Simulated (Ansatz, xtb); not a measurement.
Loss of HF: CHFO → CO + HF

Gas-phase species: CHFO (formyl fluoride) `O=CF`, singlet; CO (carbon monoxide), singlet; HF (hydrogen fluoride), singlet. This is a balance of energies; it says nothing on the path, which may need atoms to shift.

Shapes, held fixed at every level: PBE0-D4/def2-TZVP. Programs: Ansatz 0.2.0, xtb 6.7.1. The zero-point and thermal change to 298 K, harmonic and unscaled (PBE0-D4/def2-TZVP), is -9.9 kJ/mol.

**Question.** Estimate the reaction enthalpy at 298 K.

**Answer.** From tabulated heats of formation (Active Thermochemical Tables), ΔH(298 K) = -0.7 kJ/mol. Nearest: CCSD(T)/CBS estimate (-3.2); farthest: GFN1-xTB (+210.1). 4 of 9 levels lie within 10 kJ/mol. The CBS estimate extrapolates MP2 from def2-TZVPP and def2-QZVPP and adds CCSD(T) − MP2 in the triple-zeta set, cores frozen.

```tsv
level	kind	ΔH (kJ/mol)	computed − measured
GFN1-xTB	semi-empirical	+209.4	+210.1
B3LYP-D4/def2-TZVPP	global hybrid	+23.4	+24.1
r2SCAN0-D4/def2-TZVPP	global hybrid	+36.3	+37.0
B2PLYP/def2-TZVPP	double hybrid	+11.2	+11.9
CCSD(T)/def2-SVP	coupled cluster or CI	+9.5	+10.2
CCSD/def2-SVP	coupled cluster or CI	+7.2	+7.9
CCSD(T)/def2-TZVPP	coupled cluster or CI	-4.5	-3.7
CCSD/def2-TZVPP	coupled cluster or CI	-8.1	-7.4
CCSD(T)/CBS estimate	coupled cluster or CI	-3.9	-3.2
```
